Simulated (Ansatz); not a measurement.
Q: Name a neutral molecule of C, S and H with zero-point energy (PBE0-D4/def2-TZVP) between 168 and 184 kJ/mol and HOMO–LUMO gap (ωB97M-V/def2-TZVPP) between 8.40 and 8.70 eV (Ansatz, PBE0-D4/def2-TZVP geometry).

A: `S=C1SCCS1` (173.2 kJ/mol, 8.68 eV). Other molecules can fit too; these were computed, each in one conformer that needn't be the lowest.
